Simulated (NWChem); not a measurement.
All runs are NWChem calculations. System: C$_{2}$H$_{3}$F, charge 0, spin multiplicity 1, at a geometry optimised with PBE0/def2-SVP. The structure started from a generated list of species. Level: G0W0@PBE0/def2-TZVPP, RI basis def2-tzvpp-rifit.

Job file:

```
start mol
memory heap 200 mb stack 700 mb global 1700 mb
geometry units angstroms nocenter noautoz
  C      1.181532    -0.187125     0.000000
  C     -0.125901    -0.407517     0.000000
  F     -1.021295     0.574328     0.000000
  H      1.582303     0.828653     0.000000
  H      1.869994    -1.032470     0.000000
  H     -0.594425    -1.397286     0.000000
  symmetry group Cs
end
basis spherical
  * library def2-tzvpp
end
basis "ri basis" bse spherical
  * library def2-tzvpp-rifit
end
dft
  xc pbe0
  iterations 100
  direct
  tolerances tight
end
task dft energy
gw
  states alpha occ 4 vir 2
end
task dft gw
```

Output (cleaned and shortened):

```
             Northwest Computational Chemistry Package (NWChem) 7.3.0
             --------------------------------------------------------

                                NWChem Input Module
                                -------------------

 Scaling coordinates for geometry "geometry" by  1.889725989
 (inverse scale =  0.529177249)

 Turning off AUTOSYM since
 SYMMETRY directive was detected!

                             Geometry "geometry" -> ""
                             -------------------------

 Output coordinates in angstroms (scale by  1.889725989 to convert to a.u.)

  No.       Tag          Charge          X              Y              Z
 ---- ---------------- ---------- -------------- -------------- --------------
    1 C                    6.0000     1.18153200    -0.18712500     0.00000000
    2 C                    6.0000    -0.12590100    -0.40751700     0.00000000
    3 F                    9.0000    -1.02129500     0.57432800     0.00000000
    4 H                    1.0000     1.58230300     0.82865300     0.00000000
    5 H                    1.0000     1.86999400    -1.03247000     0.00000000
    6 H                    1.0000    -0.59442500    -1.39728600     0.00000000

 Effective nuclear repulsion energy (a.u.)      67.6383997719

            Nuclear Dipole moment (a.u.)
            ----------------------------
        X                 Y               Z
 ---------------- ---------------- ----------------
     0.0000056692    -0.0000056692     0.0000000000

      Symmetry information
      --------------------

 Group name             Cs
 Group number              2
 Group order               2
 No. of unique centers     6

      Symmetry unique atoms

     1    2    3    4    5    6


 Summary of "ao basis" -> "" (spherical)
 ------------------------------------------------------------------------------
       Tag                 Description            Shells   Functions and Types
 ---------------- ------------------------------  ------  ---------------------
 *                         def2-tzvpp                 on all atoms

 new library libraries.bse/
[...]
           0.000000000000           0.000000000000         196.949429330395

     Multipole analysis of the density
     ---------------------------------

     L   x y z        total         alpha         beta         nuclear
     -   - - -        -----         -----         ----         -------
     0   0 0 0     -0.000000    -12.000000    -12.000000     24.000000

     1   1 0 0      0.300091      0.150043      0.150043      0.000006
     1   0 1 0     -0.402325     -0.201159     -0.201159     -0.000006
     1   0 0 1     -0.000000     -0.000000     -0.000000      0.000000

     2   2 0 0    -12.569954    -49.517185    -49.517185     86.464417
     2   1 1 0      0.837811     11.286904     11.286904    -21.735997
     2   1 0 1      0.000000      0.000000      0.000000      0.000000
     2   0 2 0    -11.931194    -20.036050    -20.036050     28.140906
     2   0 1 1     -0.000000     -0.000000     -0.000000      0.000000
     2   0 0 2    -14.234433     -7.117216     -7.117216      0.000000

 Task  times  cpu:       10.8s     wall:       10.8s

                                NWChem Input Module
                                -------------------

                                 NWChem GW Module
                                 ----------------

                             ***********************
                             ***        GW       ***
                             ***********************

 Summary of "ri basis" -> "ri basis" (spherical)
 ------------------------------------------------------------------------------
       Tag                 Description            Shells   Functions and Types
 ---------------- ------------------------------  ------  ---------------------
 C                      def2-tzvpp-rifit            22       76   8s6p4d3f1g
 F                      def2-tzvpp-rifit            22       76   8s6p4d3f1g
 H                      def2-tzvpp-rifit            10       30   4s3p2d1f

                 Memory Information
                 ------------------
          Available GA per process is          1699.9 MBs
          Available stack per process is        700.0 MBs
          Available heap per process is           0.0 MBs

          Peak memory in Initialization
              Peak GA per process is                  5.6 MBs
              Peak stack per process is               0.2 MBs
              Peak heap per process is                5.8 MBs
              Memory not in MA per process            0.0 MBs

          Peak memory in AFF Calculation
              Peak GA per process is                 24.7 MBs
              Peak stack per process is              16.6 MBs
              Peak heap per process is                0.0 MBs
              Memory not in MA per process           16.6 MBs

          Computing 2-center integrals
          Computing Inverse Cholesky factor
          Computing 3-center integrals
          Computing V_xc ...

          Computing Sigma_x
          Computing RPA polarizability
          Solving quasiparticle equations

                  Alpha Orbitals
          State     Energy (eV)     Error (eV)
          -----------------------------------
@GW         9        -15.765           0.002
@GW        10        -14.430           0.002
@GW        11        -13.438           0.002
@GW        12        -10.197           0.002
@GW        13          2.685           0.002
@GW        14          3.930           0.004

   Applying  -2.4993 eV scissor-shift to rest of particle states

   Applying   2.4519 eV scissor-shift to rest of hole states

     GW Timing Statistics
   ------------------------
   Init.   :          0.0s
     ERIs  :          0.7s
     Distr.:          0.0s
     Vxc   :          1.3s
   Sigma_x :          0.0s
   RPA     :          0.6s
   Wmn     :          0.0s
   Sigma_c :          0.0s
   GW total:          2.7s

 Task  times  cpu:        2.7s     wall:        2.7s

 Total times  cpu:       13.5s     wall:       13.5s
```
